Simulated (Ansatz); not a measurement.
Start from `C=CCCF` and change one atom or group to get `COCCF`.

Ansatz, PBE0-D4/def2-TZVP geometries, multiplicity 1. Each molecule was computed in one conformer, which needn't be the lowest.

| property | `C=CCCF` |
| --- | --- |
| LUMO energy (PBE/def2-TZVPP) / eV | -0.90 |
| zero-point energy (PBE0-D4/def2-TZVP) / kJ/mol | 267.2 |
| HOMO energy (PBE0/def2-TZVPP) / eV | -7.60 |
| HOMO energy (PBE/def2-TZVPP) / eV | -6.46 |
| HOMO–LUMO gap (PBE0/def2-TZVPP) / eV | 7.74 |
| HOMO–LUMO gap (ωB97M-V/def2-TZVPP) / eV | 12.07 |

Task: Give the same properties after the change, and the shifts. (Best estimate.)

Result: Ansatz gave: 
```csv
property,`COCCF`,shift
LUMO energy (PBE/def2-TZVPP) / eV,0.66,1.56
zero-point energy (PBE0-D4/def2-TZVP) / kJ/mol,266.5,-0.7
HOMO energy (PBE0/def2-TZVPP) / eV,-7.49,0.11
HOMO energy (PBE/def2-TZVPP) / eV,-5.89,0.57
HOMO–LUMO gap (PBE0/def2-TZVPP) / eV,9.00,1.26
HOMO–LUMO gap (ωB97M-V/def2-TZVPP) / eV,12.88,0.81
```

With PBE0 the HOMO rises by 0.11 eV and the LUMO rises by 1.37 eV, so the gap widens by about 1.26 eV. PBE moves the HOMO by 0.57 eV and ωB97M-V by -0.03 eV.
